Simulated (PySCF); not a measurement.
# 1,3-dioxolane: gas-phase deprotonation enthalpies at several levels

Structure: `C1COCO1` (C3H6O2). Coordinates in Å; atoms count from 1 in this order:
```
C    -0.4207    1.0057    0.1884
C    -0.9502   -0.4246    0.1254
O     0.2039   -1.1827    0.4009
C     1.2353   -0.5076   -0.2475
O     0.9387    0.8664   -0.1776
H    -0.4910    1.4227    1.2081
H    -0.9323    1.6864   -0.5102
H    -1.3446   -0.6653   -0.8813
H    -1.7179   -0.6554    0.8759
H     2.1849   -0.7223    0.2669
H     1.3021   -0.8168   -1.3129
```

All levels share the PBE0-D3(BJ)/ma-def2-SVP structures and the PBE0-D3(BJ)/ma-def2-SVP thermal terms; only the single-point energies (PySCF) change. Values are gas-phase deprotonation enthalpies (298 K, kJ/mol).

```
                              level    C1    C4   time
           BLYP-D3(BJ)/ma-def2-TZVP  1641  1657   56 s
          M06/ma-def2-TZVP (grid 3)  1661  1681   54 s
r2SCAN-D3(BJ)/ma-def2-TZVP (grid 3)  1662  1682   86 s
            PBE0-D3(BJ)/aug-pcseg-1  1667  1686   15 s
            PBE0-D3(BJ)/ma-def2-SVP  1670  1697  8.4 s
                PBE0-D3(BJ)/6-31+G*  1671  1694  7.1 s
        PBE0-D3(BJ)/6-311++G(2d,2p)  1672  1694   19 s
           PBE0-D3(BJ)/ma-def2-TZVP  1672  1694      –
             PBE0-D3(BJ)/def2-TZVPD  1675  1696   29 s
             PBE0-D3(BJ)/def2-TZVPP  1687  1709   26 s
                PBE0-D3(BJ)/pcseg-1  1689  1713  6.3 s
                PBE0-D3(BJ)/cc-pVDZ  1714  1732  6.7 s
               PBE0-D3(BJ)/def2-SVP  1716  1740  6.2 s
```

Times are wall times for all single points of a level on 1 thread of Arm Neoverse V1, a shared host; the dash marks the run that also made the structures. BLYP, r2SCAN ran on a slower path of this set-up, which computes the density-fitting integrals anew in every SCF cycle while the other levels store them. So the times needn't show the usual order of cost, and those levels read slower than they are.

The widest spread is that of C4: 83 kJ/mol, from 1657 to 1740.

Bases without diffuse functions serve anions poorly.
